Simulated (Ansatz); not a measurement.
Relaxation of C$_{3}$H$_{5}$ClO$_{2}$ (11 atoms, charge 0, multiplicity 1), to a largest force component of 0.02 eV/Å in at most 50 steps.

Theory: RKS B3LYP-D4/def2-SVP (Ansatz).

```xyz
11
Properties=species:S:1:pos:R:3:forces:R:3
C -0.441 -1.614 -0.542 0.83 2.90 -0.08
C -0.355 -0.653 0.414 -0.33 -1.78 0.03
C 0.302 0.677 0.296 0.95 0.61 -1.89
O 0.948 0.904 -0.971 -3.53 -2.52 0.09
O -0.582 1.696 0.556 0.32 0.22 0.77
Cl 1.659 0.795 1.470 0.17 0.02 0.96
H -0.980 -2.502 -0.363 -0.62 -1.30 0.21
H -0.046 -1.393 -1.557 -0.08 -0.32 0.54
H -0.772 -0.853 1.434 0.24 0.26 -0.74
H 1.686 1.392 -0.745 2.69 1.86 0.44
H -1.354 1.495 0.028 -0.64 0.04 -0.34
```

Where does it end, and by what steps?

The forces met the threshold. After 14 steps the energy has fallen by 0.412 eV; H10 moved furthest, 0.44 Å.

| step | energy less start (eV) | largest force component (eV/Å) | accepted |
| --- | --- | --- | --- |
| 0 | 0.0000 | 3.532 | yes |
| 1 | -0.2096 | 1.787 | yes |
| 2 | -0.3102 | 1.008 | yes |
| 3 | -0.3711 | 0.575 | yes |
| 4 | -0.3942 | 0.339 | yes |
| 5 | -0.4026 | 0.239 | yes |
| 6 | -0.4085 | 0.170 | yes |
| 7 | -0.3636 | 1.285 | no |
| 8 | -0.4111 | 0.051 | yes |
| 9 | -0.4110 | 0.086 | no |
| 10 | -0.4114 | 0.034 | yes |
| 11 | -0.4116 | 0.024 | yes |
| 12 | -0.4114 | 0.065 | no |
| 13 | -0.4119 | 0.024 | yes |
| 14 | -0.4119 | 0.005 | yes |

```xyz
11
Properties=species:S:1:pos:R:3
C -0.424 -1.599 -0.542
C -0.365 -0.683 0.425
C 0.357 0.629 0.303
O 0.946 0.744 -0.931
O -0.468 1.712 0.599
Cl 1.647 0.691 1.625
H -0.986 -2.527 -0.403
H 0.093 -1.450 -1.492
H -0.867 -0.820 1.387
H 1.376 1.611 -0.969
H -1.243 1.636 0.020
```

Whether the end is a true minimum wasn't checked by a vibrational analysis.

The run took 37 s on 2 threads of Intel(R) Xeon(R) Platinum 8488C (Sapphire Rapids), with other jobs on the host, peak memory 0.28 GiB.
